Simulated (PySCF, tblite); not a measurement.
# Complex of Al3+ and 2 × ammonia

A gas-phase complex of Al3+ and 2 × ammonia; charge +3, singlet. The structure comes from a short search (4 tight-binding starts) and was relaxed by PBE0-D3(BJ)/def2-TZVPD; another way of binding may lie lower. No frequency run checks that it is a minimum.

```json
{"part": "1", "name": "Al3+", "SMILES": "[Al+3]", "atoms": "1", "charge": "+3", "multiplicity": "1"}
{"part": "2", "name": "ammonia", "SMILES": "N", "atoms": "2–5", "charge": "0", "multiplicity": "1"}
{"part": "3", "name": "ammonia", "SMILES": "N", "atoms": "6–9", "charge": "0", "multiplicity": "1"}
```

| atom | part | x (Å) | y (Å) | z (Å) |
| --- | --- | --- | --- | --- |
| Al1 | 1 | 1.498 | 0.113 | 0.592 |
| N2 | 2 | 1.900 | 1.167 | -0.925 |
| H3 | 2 | 1.078 | 1.686 | -1.308 |
| H4 | 2 | 2.621 | 1.902 | -0.749 |
| H5 | 2 | 2.269 | 0.620 | -1.735 |
| N6 | 3 | 1.046 | -0.919 | 2.111 |
| H7 | 3 | 0.941 | -0.358 | 2.986 |
| H8 | 3 | 0.143 | -1.436 | 2.015 |
| H9 | 3 | 1.750 | -1.652 | 2.348 |

Contacts between parts, classed by geometry: Al1···N2 1.891 Å (bond); Al1···N6 1.891 Å (bond).

The parts are joined by the bonds Al1–N2 and Al1–N6, so these are energies of forming such bonds; deforming the relaxed parts to their shape in the adduct costs 2.7 kcal/mol, which the interaction energies leave out.

Interaction energies are complex less parts, with the parts frozen as they stand in it; counterpoise-corrected, in kcal/mol (PySCF).

Task: Give the interaction energy at each level run.

Result: 
```tsv
level	interaction	superposition error removed
wB97M-D3(BJ)/def2-TZVPD	-440.07	-0.58
PBE0-D3(BJ)/def2-TZVPD	-445.43	-0.51
RI-MP2/def2-TZVPD	-424.32	-2.37
```

Task: What holds them together? Decompose the wB97M-D3(BJ)/def2-TZVPD energy: frozen parts, their antisymmetrised product, then relaxation.

Result: electrostatic -267.4, Pauli repulsion +100.8, orbital relaxation -271.4, dispersion correction -2.6 kcal/mol, which sum to the value before the counterpoise correction; the Pauli term holds the exchange-correlation of the frozen density too. Of the attraction, 50 % is orbital relaxation, 49 % is electrostatic, 0 % is dispersion correction.

Task: Are the pair energies additive?

Result: The pairs sum to -497.43 kcal/mol (1–2 -250.0, 1–3 -250.0, 2–3 2.6); the rest of +57.36 is a many-body weakening.

The parts were also relaxed and run alone, at the levels used for the complex: shieldings by PBE0/pcSseg-2; core levels by delta-SCF with SCAN, pcX-2 on the ionised atom and pcseg-1 elsewhere, spin-free X2C (2p3/2 is the spin-free 2p value less a third of a first-order spin-orbit splitting).

Values alone: shielding of Al1 (ppm): 766.2; shielding of N2 (ppm): 263.7; shielding of N6 (ppm): 263.7; Al1 2p3/2 core level (eV): 119.93; N2 1s core level (eV): 405.54.

Task: How do these values change when the complex forms?

Result: 
```tsv
property	alone	in the complex	change
shielding of Al1 (ppm)	766.2	480.2	-286.0
shielding of N2 (ppm)	263.7	235.0	-28.7
shielding of N6 (ppm)	263.7	235.0	-28.7
Al1 2p3/2 core level (eV)	119.93	103.72	-16.20
N2 1s core level (eV)	405.54	425.07	+19.53
```

Multiply charged ions in the gas phase bind far more strongly than in solution.
